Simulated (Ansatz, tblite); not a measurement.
# The cluster Te₃−: isomers from a random search

One table from this session's results is given with a row withheld; the runs are named, their logs left out.

Computed with Ansatz 0.2.0, Gaussian basis. Level: relaxed with PBE0-D4/def2-SVPD, doublet.

2 further runs of the same task are left out: 1 that didn't finish, 1 set aside as unsound or not needed.

## Starting geometry

3 atoms, charge -1, spin multiplicity 2.

Atoms are counted from 1 here; the program's logs count them from 0.

Bond lengths: Te1–Te3 2.676 Å, Te2–Te3 2.676 Å. Angles: Te1–Te3–Te2 106.3°.

Coordinates:

```
Te    2.1230   -0.4925    0.3485
Te   -1.5944    1.3467   -0.7173
Te   -0.5286   -0.8541    0.3688
```

Te takes a core potential in the def2 sets. No spin-orbit coupling is included. The ion is computed in the gas phase, without counter-ions or solvent.

A search from random starts with GFN2-xTB found 2 distinct shapes; 2 go on here. The structure above is candidate A, which lies 0.00 eV above the lowest at that level; B lies 0.79 eV above the lowest at that level.

The first run:

File in.yaml:

```yaml
crystal:
  periodic: [false, false, false]
  atoms:
    - {symbol: Te, position_ang: [2.123010, -0.492540, 0.348500]}
    - {symbol: Te, position_ang: [-1.594380, 1.346690, -0.717320]}
    - {symbol: Te, position_ang: [-0.528630, -0.854150, 0.368820]}
basis:
  gaussian: {orbitals: def2-SVPD}
total_charge: -1
magnetization: {spin_polarized: true, initial_magnetization: 1}
hamiltonian: {xc: pbe0, dispersion: d4}
scf: {omitted_lower_state_checks: [starts]}
output: {orbitals: {seedname: orbitals}}
relax: {f_tol: 0.02, max_steps: 100}
```

Command:

```
$ ansatz run in.yaml --threads 4 --pin off --events-out ev --progress --plain --max-ram 3916MiB
```

Among the steps run: Relaxing candidate A; Relaxing candidate B; Candidate B, PBE0-D4/def2-TZVPD; Candidate B, PBE-D4/def2-TZVPD; Candidate B, r2SCAN-D4/def2-TZVPD; Candidate B, revPBE-D4/def2-TZVPD; Candidate B, B97M-V/def2-TZVPD; Candidate B, CCSD(T)/def2-SVPD.

One of the session's tables, all rows but one given; the rest of the session is left out.

```
              method  B above A (kJ/mol)
            GFN1-xTB                   ?
            GFN2-xTB                51.4
        HF/def2-SVPD                34.7
   PBE-D4/def2-TZVPD                56.3
revPBE-D4/def2-TZVPD                55.0
r2SCAN-D4/def2-TZVPD                58.6
   B97M-V/def2-TZVPD                51.8
  PBE0-D4/def2-TZVPD                47.4
       MP2/def2-SVPD                42.1
      CCSD/def2-SVPD                41.5
   CCSD(T)/def2-SVPD                45.4
```

Q: Estimate the row for GFN1-xTB from the others.

As computed: B above A (kJ/mol): 45.6. In the column «B above A (kJ/mol)» it lies between CCSD(T)/def2-SVPD (45.4) and PBE0-D4/def2-TZVPD (47.4).

Among the levels timed on like hardware and quicker than the yardstick, those that no quicker one beats, quickest first: GFN1-xTB (0.018 s, +0.2 kJ/mol).

Times add the two runs; a level without a time comes out of a correlated run.

Limits of these values: The yardstick is in a double-zeta basis, so levels in larger sets aren't compared like for like. CCSD(T)/def2-SVPD isn't at the basis-set limit; small misses against it rank nothing. A random search of this size may have missed the true lowest shape. Only doublets are compared; another spin may lie lower and prefer another shape.
